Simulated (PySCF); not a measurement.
## One reaction down a group: C, Si, Ge

The same gas-phase reaction for C, Si, Ge:
- CHCl + 2 CH4 → 2 CH3 + CH3Cl
- SiHCl + 2 SiH4 → 2 SiH3 + SiH3Cl
- GeHCl + 2 GeH4 → 2 GeH3 + GeH3Cl

Method: PySCF energies plus ideal-gas RRHO corrections (1 bar). † marks an energy on the PBE0/def2-TZVP geometry and frequencies; other levels use their own. 6-31G* has spherical d functions here. Open shells (unrestricted): CH3 (multiplicity 2), SiH3 (multiplicity 2), GeH3 (multiplicity 2); the rest are closed-shell singlets. Ge: all electrons, no relativistic terms. SiHCl, GeHCl, GeH3: computed as isolated molecules; such fragments, hydroxides, amides, oligomers or adducts are transient or little studied in the gas. The harmonic model lacks anharmonicity and excited electronic states, which grow with temperature; levels with a mode under 35 cm⁻¹ are left out.

ΔH°(298 K) in kJ, by level:

| level | C | Si | Ge |
|---|---|---|---|
| ωB97M-V/def2-TZVP† | 42.5 | 149.3 | 163.9 |
| PBE0/def2-SVP† | 8.8 | 110.1 | 147.8 |
| HF/6-31G* | -73.5 | 63.5 | 91.1 |
| ωB97X-V/def2-TZVP† | 34.9 | 131.6 | 163.0 |
| HF/def2-TZVP† | -65.9 | 57.8 | 88.2 |
| PBE0/def2-QZVP† | 12.0 | 108.7 | 146.3 |

At ωB97M-V/def2-TZVP†, ΔH° rises from C to Ge, over a range of 121.4 kJ; the steps are +106.8, +14.6 kJ. 6 of the 6 levels shown give the same order. The levels scatter most for C (116.0 kJ between the highest and the lowest) and least for Ge (75.7 kJ). ΔS°(298 K) runs from 16.3 to 24.4 J/K, so TΔS° at 298 K spreads over 2.4 kJ among the members, against 121.4 kJ for ΔH°.

Free energies at ωB97M-V/def2-TZVP†:

```
member  ΔS°(298 K), J/K  ΔG°(298 K), kJ  ΔG°(1400 K), kJ         ΔG° changes sign
------  ---------------  --------------  ---------------  -----------------------
C                  16.3              38                9           1600 to 1800 K
Si                 24.1             142              112  none from 298 to 2500 K
Ge                 24.4             157              126  none from 298 to 2500 K
```

The NASA 1993 table, where it holds all species, gives ΔH°(298 K) = 53 kJ for C; its entries are part measured, part old estimates, and weren't checked at source.
